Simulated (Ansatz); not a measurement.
Input for Ansatz (development build ahead of 0.2.0):

```yaml
crystal:
  periodic: [false, false, false]
  atoms:
    - { symbol: H, position_ang: [0.0, 0.33808, -1.07791] }
    - { symbol: S, position_ang: [0.0, -0.67616, 0.0] }
    - { symbol: H, position_ang: [0.0, 0.33808, 1.07791] }
basis:
  gaussian: { orbitals: def2-SVP }
total_charge: 1
magnetization:
  initial_magnetization: 1
hamiltonian:
  xc: hf
correlation:
  method: ccsd_t
  frozen_orbitals: { H: 0, S: 5 }
scf:
  omitted_lower_state_checks: [stability, starts, atomic_configurations, cluster_reference, orbital_swaps, given_window_search, neighbouring_geometries, increment]
```

The input is written out in the form of the current development build from the run's settings. Correlation on restricted open-shell orbitals is semicanonical, with singles.

The run gave:

```yaml
Converged: yes
Reference_energy: -398.21016 hartree
Correlation_energy: -0.15232 hartree
Total_energy: -398.36247 hartree
```
